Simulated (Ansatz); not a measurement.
**HP (charge +1): ladder of methods at one geometry in Python**

The task here is to estimate one member of a computed series from the others.

Computed with Ansatz 0.2.0, driven from Python. The levels of theory stand in the script.

### The structure

Bond lengths: P1–H2 1.485 Å.

The script holds or builds the structure itself.

The first run:

File methods.py:

```python
'''One geometry of HP(+), method by method.'''

import ansatz as az

geometry_ang = [
    ('P', (0.0, 0.0, 0.0)),
    ('H', (0.0, 0.0, 1.485)),
]
hp = az.Crystal.molecule()
for symbol, xyz in geometry_ang:
    hp = hp.atom(symbol, xyz)

base = hp.calculation()
base = base.basis(gaussian='def2-SVP')
base = base.charge(1)
base = base.spin('collinear', total=1)

methods = ['mp2', 'ccsd', 'ccsd_t', 'ccsdt_q']
reports = [base.correlation(m).run(threads=1).report for m in methods]
print(f'Hartree-Fock reference {reports[0]["reference_energy_ev"] / 27.211386246:.6f} Ha')
best = reports[-1]['free_energy_ev'] - reports[-1]['reference_energy_ev']
for method, each in zip(methods, reports):
    gained = each['free_energy_ev'] - each['reference_energy_ev']
    print(f'{method:8s} total {each["free_energy_ev"] / 27.211386246:.6f} Ha  correlation {gained:9.4f} eV  ({100 * gained / best:.1f} % of the last)')
```

The run is started by

```
python methods.py
```

Steps of the session up to this table: Running it.

One of the session's tables, all rows but one given; the rest of the session is left out.

Correlation energies (total less mean field):

| method | correlation (eV) |
| --- | --- |
| mp2 | -1.946 |
| ccsd | ? |
| ccsd_t | -2.692 |
| ccsdt_q | -2.708 |

Q: Estimate the row for ccsd from the others.

The run gave: correlation (eV): -2.643. In the column «correlation (eV)» it lies between ccsd_t (-2.692) and mp2 (-1.946).
